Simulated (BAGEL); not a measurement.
**UHF/STO-3G (density fitting with qzvpp-jkfit) run of C4H5 (but-1-yn-3-yl)**

Aim: the vertical electron affinity of C4H5 (but-1-yn-3-yl) at UHF/STO-3G (density fitting with qzvpp-jkfit), from 2 runs. 

The calculation is run with BAGEL 1.2.2.

1 further run of the same task is left out (set aside as unsound or not needed). Runs told in other sessions of the task aren't counted.

### 1 Starting point

The species is C4H5 (9 atoms), meant as a doublet with charge 0. As SMILES, `C#C[CH]C`. Geometry: relaxed at GFN2-xTB.

Bond lengths: C1–C2 1.218 Å, C2–C3 1.359 Å, C3–C4 1.485 Å, C1–H5 1.048 Å, C3–H6 1.080 Å, C4–H7 1.094 Å, C4–H8 1.088 Å, C4–H9 1.093 Å. Some angles: C1–C2–C3 178.7°, C2–C3–C4 122.6°, C2–C1–H5 178.5°, C2–C3–H6 119.1°, C4–C3–H6 118.3°, C3–C4–H7 110.5°, C3–C4–H8 111.0°, C3–C4–H9 110.6°, H7–C4–H8 108.8°, H7–C4–H9 106.9°.

### 2 The energy at UHF/STO-3G (density fitting with qzvpp-jkfit)

input.json reads:

```json
{ "bagel": [

{
  "title": "molecule",
  "basis": "sto-3g",
  "df_basis": "qzvpp-jkfit",
  "angstrom": true,
  "geometry": [
    { "atom": "C", "xyz": [    0.267070,    1.246300,   -1.899060 ] },
    { "atom": "C", "xyz": [    0.245780,    0.838610,   -0.751910 ] },
    { "atom": "C", "xyz": [    0.203150,    0.361730,    0.519830 ] },
    { "atom": "C", "xyz": [   -0.300560,   -0.995300,    0.849500 ] },
    { "atom": "H", "xyz": [    0.312230,    1.599570,   -2.885000 ] },
    { "atom": "H", "xyz": [    0.555820,    0.986840,    1.326330 ] },
    { "atom": "H", "xyz": [    0.484270,   -1.588950,    1.326570 ] },
    { "atom": "H", "xyz": [   -0.637670,   -1.513410,   -0.045440 ] },
    { "atom": "H", "xyz": [   -1.130100,   -0.935400,    1.559160 ] }
  ]
},
{
  "title": "uhf",
  "nopen": 1
},
{
  "title": "print",
  "file": "orbitals.molden",
  "orbitals": true
}

]}
```

Started as:

```bash
$ BAGEL_NUM_THREADS=1 BAGEL input.json > input.out
```

The log of the run:

```text
* using 1 threads per process

  ===============================================================
  ===============================================================

  *** Geometry ***

  { "atom" : "C", "xyz" : [      0.504689,      2.355166,     -3.588703 ] },
  { "atom" : "C", "xyz" : [      0.464457,      1.584743,     -1.420904 ] },
  { "atom" : "C", "xyz" : [      0.383898,      0.683571,      0.982336 ] },
  { "atom" : "C", "xyz" : [     -0.567976,     -1.880844,      1.605322 ] },
  { "atom" : "H", "xyz" : [      0.590029,      3.022749,     -5.451860 ] },
  { "atom" : "H", "xyz" : [      1.050348,      1.864857,      2.506400 ] },
  { "atom" : "H", "xyz" : [      0.915138,     -3.002680,      2.506854 ] },
  { "atom" : "H", "xyz" : [     -1.205022,     -2.859930,     -0.085869 ] },
  { "atom" : "H", "xyz" : [     -2.135579,     -1.767650,      2.946385 ] },

  Number of auxiliary basis functions:      390

  Since a DF basis is specified, we compute 2- and 3-index integrals:
    o Being stored without compression. Storage requirement is 0.002 GB

  Number of basis functions:       25
  Number of electrons      :       29

    * METHOD: MOLECULE                             0.10

  *** Open-shell HF ***

  === Nuclear Repulsion ===
    96.4004759273

      * DIIS with orbital gradients will be used.

  === UHF iteration (sto-3g) ===
      0       -152.34196211          0.01962581           0.01
      1       -152.38707306          0.00739528           0.01
      2       -152.39642985          0.00381207           0.01
      3       -152.39948346          0.00137705           0.01
      4       -152.40195226          0.00023685           0.01
      5       -152.40314762          0.00019215           0.01
      6       -152.40356725          0.00020465           0.01
      7       -152.40327491          0.00021489           0.01
      8       -152.40764149          0.00006936           0.01
      9       -152.40826244          0.00006081           0.01
     10       -152.40821861          0.00004896           0.01
     11       -152.40866150          0.00004362           0.01
     12       -152.40884835          0.00001169           0.01
     13       -152.40883950          0.00000550           0.01
     14       -152.40884967          0.00000271           0.01
     15       -152.40885076          0.00000120           0.01
     16       -152.40885092          0.00000036           0.01
     17       -152.40885093          0.00000018           0.01
     18       -152.40885093          0.00000004           0.01
     19       -152.40885093          0.00000002           0.01
     20       -152.40885093          0.00000002           0.01
     21       -152.40885093          0.00000001           0.01
    * SCF iteration converged.

    * S^2 (UHF) is 1.1253

    * Permanent dipole moment:
           (    0.014976,     0.062318,    -0.031885) a.u.

    * METHOD: UHF                                  0.30

    * METHOD: PRINT                                0.00

  ===============================================================
```

Wall time 0.52 s (1 thread of Arm Neoverse V1, shared host).

### 3 The singlet anion, same level

input.json reads:

```json
{ "bagel" : [

{
  "title" : "molecule",
  "basis" : "sto-3g",
  "df_basis" : "qzvpp-jkfit",
  "angstrom" : true,
  "geometry" : [
    { "atom" : "C", "xyz" : [       0.267070,       1.246300,      -1.899060 ] },
    { "atom" : "C", "xyz" : [       0.245780,       0.838610,      -0.751910 ] },
    { "atom" : "C", "xyz" : [       0.203150,       0.361730,       0.519830 ] },
    { "atom" : "C", "xyz" : [      -0.300560,      -0.995300,       0.849500 ] },
    { "atom" : "H", "xyz" : [       0.312230,       1.599570,      -2.885000 ] },
    { "atom" : "H", "xyz" : [       0.555820,       0.986840,       1.326330 ] },
    { "atom" : "H", "xyz" : [       0.484270,      -1.588950,       1.326570 ] },
    { "atom" : "H", "xyz" : [      -0.637670,      -1.513410,      -0.045440 ] },
    { "atom" : "H", "xyz" : [      -1.130100,      -0.935400,       1.559160 ] }
  ]
},

{
  "title" : "hf",
  "charge" : -1
},

{
  "title" : "print",
  "file" : "orbitals.molden",
  "orbitals" : true
}

]}
```

Started as:

```bash
$ BAGEL_NUM_THREADS=1 BAGEL input.json > input.out
```

The log of the run:

```text
* using 1 threads per process

  ===============================================================
  ===============================================================

  *** Geometry ***

  { "atom" : "C", "xyz" : [      0.504689,      2.355166,     -3.588703 ] },
  { "atom" : "C", "xyz" : [      0.464457,      1.584743,     -1.420904 ] },
  { "atom" : "C", "xyz" : [      0.383898,      0.683571,      0.982336 ] },
  { "atom" : "C", "xyz" : [     -0.567976,     -1.880844,      1.605322 ] },
  { "atom" : "H", "xyz" : [      0.590029,      3.022749,     -5.451860 ] },
  { "atom" : "H", "xyz" : [      1.050348,      1.864857,      2.506400 ] },
  { "atom" : "H", "xyz" : [      0.915138,     -3.002680,      2.506854 ] },
  { "atom" : "H", "xyz" : [     -1.205022,     -2.859930,     -0.085869 ] },
  { "atom" : "H", "xyz" : [     -2.135579,     -1.767650,      2.946385 ] },

  Number of auxiliary basis functions:      390

  Since a DF basis is specified, we compute 2- and 3-index integrals:
    o Being stored without compression. Storage requirement is 0.002 GB

  Number of basis functions:       25
  Number of electrons      :       29

    * METHOD: MOLECULE                             0.10

  *** RHF ***

  === Nuclear Repulsion ===
    96.4004759273

      * DIIS with orbital gradients will be used.

  === RHF iteration (sto-3g) ===
      0       -152.15074186          0.01331790           0.01
      1       -152.20141953          0.00287202           0.01
      2       -152.20410902          0.00081860           0.01
      3       -152.20434996          0.00033381           0.01
      4       -152.20439154          0.00017127           0.01
      5       -152.20440209          0.00007950           0.01
      6       -152.20440552          0.00002800           0.01
      7       -152.20440596          0.00000778           0.01
      8       -152.20440600          0.00000183           0.01
      9       -152.20440600          0.00000051           0.01
     10       -152.20440600          0.00000018           0.01
     11       -152.20440600          0.00000010           0.01
     12       -152.20440600          0.00000004           0.01
     13       -152.20440600          0.00000002           0.01
     14       -152.20440600          0.00000000           0.01
    * SCF iteration converged.

    * Permanent dipole moment:
           (    0.196505,     0.572171,    -0.143707) a.u.

    * METHOD: HF                                   0.13

    * METHOD: PRINT                                0.00

  ===============================================================
```

Wall time 0.36 s (1 thread of Arm Neoverse V1, shared host).

### 4 Results

Level: UHF/STO-3G (density fitting with qzvpp-jkfit).

| quantity | value |
| --- | --- |
| doublet C4H5: total energy | -152.40885 Eh |
| doublet C4H5: dipole moment | 0.18 D |
| doublet C4H5: ⟨S²⟩ | 1.125 |
| singlet anion: total energy | -152.20441 Eh |
| singlet anion: HOMO energy | 3.78 eV |
| singlet anion: LUMO energy | 18.50 eV |
| singlet anion: HOMO–LUMO gap (to an unbound level, set by the basis) | 14.72 eV |
| vertical electron affinity (to the singlet anion) | -5.563 eV |

In words: The anion lies 5.56 eV (537 kJ/mol) above the neutral: the electron isn't bound at this level, and such a value depends on the basis. Without diffuse functions anions come out too high. Hartree–Fock misses the correlation that binds many anions. In a minimal basis such a difference can be off by several eV, whatever the method. ⟨S²⟩ (doublet C4H5) is 1.13 where a pure doublet has 0.75: the reference is spin-contaminated. The HOMO (singlet anion) lies at positive energy, 3.78 eV: the electron is unbound at this level or held by a compact basis; values depend on the basis.
